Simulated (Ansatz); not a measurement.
# AlFH5Si: the cost of one run

All numbers below are computed with Ansatz 0.2.0 (UKS PBE/6-31G*).

### Step 1. The system as given

Bond lengths: Al1–F2 1.940 Å, Al1–H3 1.560 Å, Al1–H4 1.560 Å, F2–Si5 1.890 Å, Si5–H6 1.460 Å, Si5–H7 1.460 Å, Si5–H8 1.460 Å. Angles: Al1–F2–Si5 180.0°, F2–Al1–H3 120.0°, F2–Al1–H4 120.0°, H3–Al1–H4 120.0°, F2–Si5–H6 109.5°, F2–Si5–H7 109.5°, F2–Si5–H8 109.5°, H6–Si5–H7 109.4°, H6–Si5–H8 109.4°, H7–Si5–H8 109.4°.

Coordinates:

```xyz
8

Al    0.0000    0.0000    0.0000
F     0.0000    0.0000    1.9400
H     1.3510    0.0000   -0.7800
H    -1.3510    0.0000   -0.7800
Si    0.0000    0.0000    3.8300
H    -0.7436   -1.1581    4.3174
H     1.3747   -0.0649    4.3174
H    -0.6311    1.2230    4.3174
```

### Step 2. A restrained relaxation towards end A

Springs on the bonds that form and break draw the guess towards this end; the thresholds are loose.

Contents of input.yaml:

```yaml
crystal:
  periodic: [false, false, false]
  atoms:
    - { symbol: Al, position_ang: [0.0, 0.0, 0.0] }
    - { symbol: F, position_ang: [0.0, 0.0, 1.94] }
    - { symbol: H, position_ang: [1.351, 0.0, -0.78] }
    - { symbol: H, position_ang: [-1.351, 0.0, -0.78] }
    - { symbol: Si, position_ang: [0.0, 0.0, 3.83] }
    - { symbol: H, position_ang: [-0.7436, -1.1581, 4.3174] }
    - { symbol: H, position_ang: [1.3747, -0.0649, 4.3174] }
    - { symbol: H, position_ang: [-0.6311, 1.223, 4.3174] }
magnetization:
  spin_polarized: true
  initial_magnetization: 1
basis:
  gaussian: { orbitals: "6-31G*" }
hamiltonian:
  xc: pbe
relax:
  f_tol: 0.15
  max_steps: 25
  restrain:
    - { distance: [1, 4], at: 2.79, k: 30.0 }
    - { distance: [0, 1], at: 1.69, k: 30.0 }
```

Command:

```sh
> ansatz run input.yaml --threads 1 --pin off --max-ram 2048MiB --backend cpu --events-out ev --progress --plain --runs-dir out
```

Q: Estimate wall time and peak memory on 1 thread of Arm Neoverse V2, shared host.

About 32 s, with a peak of 0.17 GiB.
